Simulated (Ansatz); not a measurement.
Reaction (substitution at a C–C bond): `C=C(O)C(F)F` + CH₃SH → `C=C(O)SC` + `FCF`

Gas-phase electronic energies from Ansatz, PBE0-D4/def2-TZVP geometries. CCSD(T)/CBS is the MP2 limit (def2-TZVPP, def2-QZVPP) plus CCSD(T) − MP2 in def2-TZVPP, frozen cores. This one scheme is used for every species. DFT in def2-TZVPP. B3LYP here is the variant with VWN-RPA as its local correlation; programs differ in this. One conformer a species, not always the lowest.

```csv
level,ΔE (kJ/mol),difference from CCSD(T)/CBS
PBE-D4,7.4,-4.5
r2SCAN-D4,13.1,1.2
PBE0-D4,10.5,-1.4
B3LYP-D4,10.2,-1.7
ωB97X-V,15.9,4.0
ωB97M-V,16.0,4.1
B2PLYP,12.1,0.2
PBE,9.9,-2.0
r2SCAN,13.8,1.9
PBE0,12.8,0.9
B3LYP,14.3,2.4
HF/def2-TZVPP,21.8,9.9
MP2/def2-TZVPP,6.8,-5.1
SCS-MP2/def2-TZVPP,9.5,-2.4
CCSD/def2-TZVPP,17.2,5.3
CCSD(T)/def2-TZVPP,14.4,2.5
HF/def2-QZVPP,21.6,9.7
MP2/def2-QZVPP,5.3,-6.6
SCS-MP2/def2-QZVPP,8.1,-3.8
HF/CBS(def2),21.6,9.7
MP2/CBS(def2),4.3,-7.6
CCSD/CBS(def2),14.7,2.8
CCSD(T)/CBS,11.9,0
```

Largest T1 diagnostic among the species: 0.012.

In def2-TZVPP, CCSD(T) changes the Hartree–Fock value by −7.4 kJ/mol (the triples alone add −2.8 kJ/mol) and MP2 by −14.9 kJ/mol. The D4 term adds −4.1 kJ/mol with B3LYP and −2.3 kJ/mol with PBE0; it sums over pairs of atoms, weighted by their polarisabilities, and B3LYP, whose exchange is more repulsive, gets the larger term.
